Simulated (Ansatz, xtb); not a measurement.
Relative energy of two isomers of C5H12

Structure I is `CC(C)(C)C`, a singlet and structure II is `CCCCC`, a singlet. Both are isolated molecules in the gas phase, relaxed with B3LYP/6-31G*, each in the lowest conformer that the search found.

I (Å):

```xyz
17

C    -1.6416   -0.2063    1.0818
C    -0.4986    0.7647    0.7292
C    -0.8887    1.5872   -0.5137
C     0.7832   -0.0369    0.4330
C    -0.2476    1.7148    1.9156
H    -1.3923   -0.8071    1.9653
H    -2.5700    0.3369    1.2980
H    -1.8437   -0.8973    0.2538
H    -1.0746    0.9362   -1.3771
H    -1.8001    2.1705   -0.3325
H    -0.0920    2.2893   -0.7900
H     0.6348   -0.7238   -0.4095
H     1.0863   -0.6342    1.3019
H     1.6169    0.6294    0.1782
H     0.5629    2.4203    1.6934
H    -1.1451    2.3003    2.1509
H     0.0332    1.1565    2.8174
```

II (Å):

```
atom    x (Å)    y (Å)    z (Å)
   C  -2.4595   1.4003  -0.7418
   C  -0.9881   1.4876  -0.3218
   C  -0.0718   0.5888  -1.1645
   C   1.4242   0.6910  -0.8220
   C   1.7920   0.1833   0.5778
   H  -3.0918   2.0515  -0.1272
   H  -2.8398   0.3761  -0.6415
   H  -2.5912   1.6995  -1.7892
   H  -0.6448   2.5292  -0.4043
   H  -0.9004   1.2209   0.7397
   H  -0.2096   0.8438  -2.2253
   H  -0.3962  -0.4578  -1.0599
   H   1.7477   1.7366  -0.9280
   H   1.9945   0.1204  -1.5675
   H   1.3117   0.7732   1.3665
   H   2.8744   0.2342   0.7433
   H   1.4842  -0.8616   0.7113
```

Quicker runs give these differences E(II) − E(I): GFN2-xTB +18.6 kJ/mol; HF/STO-3G +3.6 kJ/mol (at GFN2-xTB geometries); r2SCAN-D4/def2-SVP +15.6 kJ/mol (at GFN2-xTB geometries).

Problem. Estimate E(II) − E(I) at the level CCSD(T)/def2-SVP + ΔMP2/def2-TZVPP.

Solution. Calculated at CCSD(T)/def2-SVP + ΔMP2/def2-TZVPP: E(II) − E(I) = +20.3 kJ/mol, so structure I lies lower.

Level by level:

```json
{"level": "GFN2-xTB", "geometry": "GFN2-xTB", "E(II) − E(I) (kJ/mol)": "+18.6", "departure from the last row (kJ/mol)": "−1.8", "job, with rough time for the two": "optimisation, 0.088 s"}
{"level": "HF/STO-3G", "geometry": "GFN2-xTB", "E(II) − E(I) (kJ/mol)": "+3.6", "departure from the last row (kJ/mol)": "−16.8", "job, with rough time for the two": "single point, 0.34 s"}
{"level": "r2SCAN-D4/def2-SVP", "geometry": "GFN2-xTB", "E(II) − E(I) (kJ/mol)": "+15.6", "departure from the last row (kJ/mol)": "−4.8", "job, with rough time for the two": "single point, 4.7 s"}
{"level": "B3LYP/6-31G*", "geometry": "B3LYP/6-31G*", "E(II) − E(I) (kJ/mol)": "+6.8", "departure from the last row (kJ/mol)": "−13.5", "job, with rough time for the two": "optimisation, 23 s"}
{"level": "HF/def2-SVP", "geometry": "B3LYP/6-31G*", "E(II) − E(I) (kJ/mol)": "+5.6", "departure from the last row (kJ/mol)": "−14.8", "job, with rough time for the two": "part of the CCSD(T) run"}
{"level": "MP2/def2-SVP", "geometry": "B3LYP/6-31G*", "E(II) − E(I) (kJ/mol)": "+21.5", "departure from the last row (kJ/mol)": "+1.2", "job, with rough time for the two": "part of the CCSD(T) run"}
{"level": "CCSD(T)/def2-SVP", "geometry": "B3LYP/6-31G*", "E(II) − E(I) (kJ/mol)": "+18.7", "departure from the last row (kJ/mol)": "−1.7", "job, with rough time for the two": "single point"}
{"level": "CCSD(T)/def2-SVP + ΔMP2/def2-TZVPP", "geometry": "B3LYP/6-31G*", "E(II) − E(I) (kJ/mol)": "+20.3", "departure from the last row (kJ/mol)": "", "job, with rough time for the two": "single point, 67 s"}
```

As drawn, both hold the same kinds of bond in the same numbers. Structure I has 4 methyl groups, II 2.

The levels shown agree on the order. The largest departure from CCSD(T)/def2-SVP + ΔMP2/def2-TZVPP is that of HF/STO-3G, 16.8 kJ/mol. The last row adds to CCSD(T) the change of the MP2 difference between the two basis sets, here +1.7 kJ/mol.

With harmonic frequencies from B3LYP/6-31G* (ideal gas, rigid rotor, one conformer each, 600 K, 1 atm): the zero-point term adds +3.3 kJ/mol; ΔH is +22.2 and ΔG +5.1 kJ/mol.

The correlated steps freeze 5 core orbitals. Mirror images aren't counted in ΔG. Run with Ansatz 0.2.0, xtb 6.7.1; the last row on 2 threads of Arm Neoverse V2 on a shared host.
